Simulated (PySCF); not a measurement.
Electronic absorption of C4H9N

Compound: C₄H₉N.
Atom-mapped SMILES: `[CH2:1]=[N:2][CH2:3][CH2:4][CH3:5]` (hydrogens: H6, H7 on C1; H8, H9 on C3; H10, H11 on C4; H12, H13, H14 on C5)

Computed with TDDFT CAM-B3LYP/def2-SVPD, vertical, gas phase, core orbitals frozen in the response in PySCF. Geometry: PBE0-D3(BJ)/def2-SVP, one conformer, isolated molecule. Torsions of this conformer, `[CH2:1]=[N:2][CH2:3][CH2:4][CH3:5]`: C1–N2–C3–C4 -125°, N2–C3–C4–C5 65°.

Question: Predict the UV-vis stick spectrum at this level.

Answer: 

| state | E (eV) | λ (nm) | ν̃ (cm⁻¹) | f | main configurations (H = HOMO, L = LUMO) |
| --- | --- | --- | --- | --- | --- |
| S1 | 4.91 | 252.5 | 39610 | 0.0013 | H→L (96%) |
| S2 | 7.40 | 167.6 | 59660 | 0.059 | H→L+1 (69%), H→L+2 (13%), H-1→L (12%) |
| S3 | 7.77 | 159.5 | 62700 | 0.209 | H-1→L (80%), H→L+1 (11%) |
| S4 | 8.04 | 154.1 | 64880 | 0.033 | H→L+2 (46%), H→L+3 (22%), H-2→L (13%) |
| S5 | 8.12 | 152.6 | 65510 | 0.0016 | H-2→L (45%), H-3→L (18%), H→L+2 (15%) |
| S6 | 8.42 | 147.3 | 67890 | 0.064 | H→L+3 (46%), H→L+2 (18%), H→L+4 (16%) |

The lowest singlet lies at 4.91 eV (252 nm, ultraviolet) and is very weak; its leading configuration is HOMO→LUMO (96%). The strongest level in the table is S3 at 7.77 eV (159 nm, f = 0.209). Löwdin shares by element: HOMO nitrogen 59%, carbon 24% or more, hydrogen 6% or more; LUMO carbon 35% or more, nitrogen 33%, hydrogen 18% or more. Orbital energies (eV): HOMO-3 -10.98, HOMO-2 -10.85, HOMO-1 -9.98, HOMO -8.75, LUMO 0.75, LUMO+1 1.55, LUMO+2 1.98. Of the 6 states listed, 4 reach f = 0.01 and none stays under 0.0005. The listed states span 3.51 eV, and the widest gap between neighbours is 2.49 eV (S1 to S2). No computed singlet lies in the visible range (380 to 750 nm); the lowest, at 252 nm, stands 1.65 eV above its violet end (3.26 eV). The window holds the lowest 6 singlets.

On one thread of an Arm Neoverse V1, no GPU, shared host, this took 22 s and 0.81 GiB of memory at its peak.
